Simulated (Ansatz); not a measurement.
# Worked example: the barrier

An elementary step of Si$_{2}$NH$_{9}$, closed shell (Si₂H₆ ([SiH3][SiH3]) + NH₃ → Si₂NH₇ ([NH2][SiH2][SiH3]) + H₂; bonds formed: Si1–N7, H2–H6; bonds broken: Si1–H2, H6–N7). “Start” is the structure reached by relaxing down from the saddle towards the reactants; PBE0-D4/def2-TZVP structures. The saddle:

| atom | x (Å) | y (Å) | z (Å) |
| --- | --- | --- | --- |
| Si1 | -0.6896 | -0.1763 | -0.4516 |
| H2 | 1.2081 | -0.1528 | -0.9462 |
| H3 | -0.9022 | -0.8604 | -1.7486 |
| H4 | -2.0930 | 0.1878 | -0.0103 |
| Si5 | 0.3922 | -1.2999 | 1.2593 |
| H6 | 0.8725 | 1.0018 | -0.9241 |
| N7 | -0.1205 | 1.5923 | -0.7062 |
| H8 | 1.2855 | -0.3024 | 1.9150 |
| H9 | -0.4940 | -1.8642 | 2.3225 |
| H10 | 1.2110 | -2.3959 | 0.6840 |
| H11 | -0.1448 | 2.1969 | 0.1087 |
| H12 | -0.5254 | 2.0730 | -1.5026 |

Program: Ansatz 0.2.0. Basis: def2-TZVPP and def2-QZVPP. Cores are frozen in the correlated methods.

Energies in eV:

| quantity | saddle | start |
| --- | --- | --- |
| Hartree–Fock, triple zeta (X = 3) | -17347.07696 | -17349.59614 |
| Hartree–Fock, quadruple zeta (X = 4) | -17347.65585 | -17350.16797 |
| MP2 correlation, X = 3 | -14.32158 | -13.70308 |
| MP2 correlation, X = 4 | -15.30558 | -14.66658 |
| CCSD(T) correlation, X = 3 | -16.43572 | -15.87417 |

Question: Work out the barrier at the basis limit: extrapolate Hartree–Fock as E(X) = E∞ + A exp(−7.88 √X) and the MP2 correlation as E(X) = E∞ + B X^−2.97 (the exponents that Neese and Valeev fitted for def2-TZVPP and QZVPP), then add CCSD(T) − MP2 in triple zeta.

Answer: Each step is linear, so take the differences first (saddle − start): Hartree–Fock 2.51918 (X = 3) and 2.51212 (X = 4); MP2 correlation -0.61850 and -0.63900; CCSD(T) correlation -0.56155.
Two points give E∞ = E(4) + w [E(4) − E(3)], with w = 1/(exp(7.88 (2 − √3)) − 1) = 0.1377 for Hartree–Fock and w = 1/((4/3)^2.97 − 1) = 0.7407 for the correlation.
Hartree–Fock: 2.51212 + 0.1377 × (-0.00706) = 2.5111 eV.
MP2 correlation: -0.63900 + 0.7407 × (-0.02050) = -0.6542 eV.
CCSD(T) − MP2: -0.56155 − (-0.61850) = 0.0570 eV.
Sum: 2.5111 + (-0.6542) + 0.0570 = 1.9139 eV, or 44.14 kcal/mol. Plain CCSD(T) in triple zeta gives 1.9576 eV, so the larger basis shifts the result by -0.0437 eV.

No T1 diagnostic of these runs exceeds 0.013.

Labels in which every atom is bracketed show which atoms are joined, not bond orders.

For scale, one of the runs: CCSD(T)/def2-TZVPP, 241 basis functions (an equivalent command: `ansatz run in.yaml --threads 4`). Time: 110 s of wall clock on 4 CPU threads; the host was shared. Peak host memory: 4.3 GiB.
